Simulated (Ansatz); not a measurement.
# Rb2Re: from a trial structure to a relaxed crystal

Method: Ansatz 0.2.0, DFT PBE, scalar-relativistic, plane waves, PAW. Cutoff 420 eV, Γ-centred k mesh, Gaussian smearing, no spin polarisation in the final step.

The start puts Rb2Re on the ThSi2 structure type (I4_1/amd, No. 141), with Re in place of Th, Rb in place of Si, at a guessed volume.

```yaml
crystal:
  lattice:
    - [-2.41214, 2.41214, 8.38695]
    - [2.41214, -2.41214, 8.38695]
    - [2.41214, 2.41214, -8.38695]
  atoms:
    - { symbol: Rb, position: [0.41650, 0.41650, 0.00000] }
    - { symbol: Rb, position: [0.16650, 0.66650, 0.50000] }
    - { symbol: Rb, position: [0.33350, 0.83350, 0.50000] }
    - { symbol: Rb, position: [0.58350, 0.58350, 0.00000] }
    - { symbol: Re, position: [0.00000, 0.00000, 0.00000] }
    - { symbol: Re, position: [0.75000, 0.25000, 0.50000] }
```

Steps on the 6×6×6 mesh (6 atoms). 12 of 39 steps are shown, and the free energy counts from the last. Trial steps that were taken back and renewals of the plane-wave basis can be among the rows.

```
step  ΔF (meV/atom) V (Å³/atom) P (GPa) largest force component (eV/Å)
   1         1158.9        32.53     5.67                           0.140
   4          919.6        36.63     1.60                           0.062
   8          764.3        35.28     0.06                           0.017
  11          636.8        36.53     1.12                           0.123
  15          508.8        35.21     0.47                           0.019
  18          398.6        30.37     0.21                           0.024
  22          346.3        26.10     0.02                           0.010
  25          191.6        26.48     2.74                           0.018
  29           86.5        27.90     0.73                           0.273
  32           34.6        29.30     0.68                           0.003
  36            4.9        30.57     0.50                           0.015
  39            0.0        31.54     0.05                           0.000
```

A final relaxation ran on a 18×18×18 mesh. The relaxed crystal, I4_1/amd (No. 141):

```cif
data_structure
_symmetry_space_group_name_H-M 'I4_1/amd:1'
_symmetry_Int_Tables_number 141
_cell_length_a 2.9936
_cell_length_b 2.9936
_cell_length_c 41.9852
_cell_angle_alpha 90.000
_cell_angle_beta 90.000
_cell_angle_gamma 90.000
_cell_volume 376.25
loop_
_atom_site_label
_atom_site_type_symbol
_atom_site_symmetry_multiplicity
_atom_site_Wyckoff_symbol
_atom_site_fract_x
_atom_site_fract_y
_atom_site_fract_z
_atom_site_occupancy
Rb1 Rb 8 e 0.00000 0.00000 0.43341 1
Re1 Re 4 a 0.00000 0.00000 0.00000 1
```

- Volume per atom: 31.35 Å³
- Density: 6.30 g/cm³
- Energy over the elements: 1.77 eV/atom
- Gap on the 18×18×18 mesh: 0 eV (a metal)

Energies over the elements count from the elements' standard structures at the same level, with no empirical corrections.

The final run used a 18×18×18 mesh on its 6-atom cell and 0.10 eV smearing. The k mesh leaves about 4 meV/atom of noise in metals. Spin–orbit coupling is left out.

Symmetry constrained the relaxation, so the result can be a saddle point.

Cost: 3 runs of about 22 core-minutes in all, on Arm Neoverse V1 (shared hosts).